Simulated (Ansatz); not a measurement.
bcc W was calculated with r²SCAN-D4 in Ansatz (PAW).

Settings: plane-wave cutoff 560 eV, 24×24×24 k mesh, Fermi–Dirac smearing 0.05 eV, no spin polarisation, scalar-relativistic PAW data made under PBE.

Energies at three volumes about the minimum:

```tsv
V (Å³/atom)	E − E_lowest (meV/atom)
15.503	6.64
15.820	0.00
16.136	6.19
```

Task: Fit a parabola by hand: where is the minimum, what lattice constant follows, and what is the bulk modulus?

Result: Slopes: (0.00 − 6.64)/(15.820 − 15.503) = -20.946 and (6.19 − 0.00)/(16.136 − 15.820) = 19.589 meV/Å³. Curvature E″ = 2 × (19.589 − (-20.946))/(16.136 − 15.503) = 128.073 meV/Å⁶. From the middle of the first interval, the slope vanishes at V0 = 15.6615 − (-20.946)/128.073 = 15.825 Å³/atom. B = V0 E″ = 15.825 × 128.073 meV/Å³ × 0.1602 GPa per meV/Å³ = 325 GPa. With 2 atoms in the cube, a = (2 × 15.825)^(1/3) = 3.163 Å. The full Birch–Murnaghan fit to all volumes gives V0 = 15.820 Å³/atom and B0 = 324 GPa.

Measured, for comparison: bulk modulus 312 GPa (zero-point energy and finite temperature contributions removed, sources range from 300 to 328; as tabulated in doi:10.1021/acs.jctc.3c00612); lattice constant a 3.16 Å (static lattice: zero-point anharmonic expansion removed; as tabulated in Mejia-Rodriguez and Trickey (2018), arXiv:1807.09216). Computed less measured: bulk modulus +3.8 % (inside the range of the sources held).

Ansatz is a program for electronic structure.
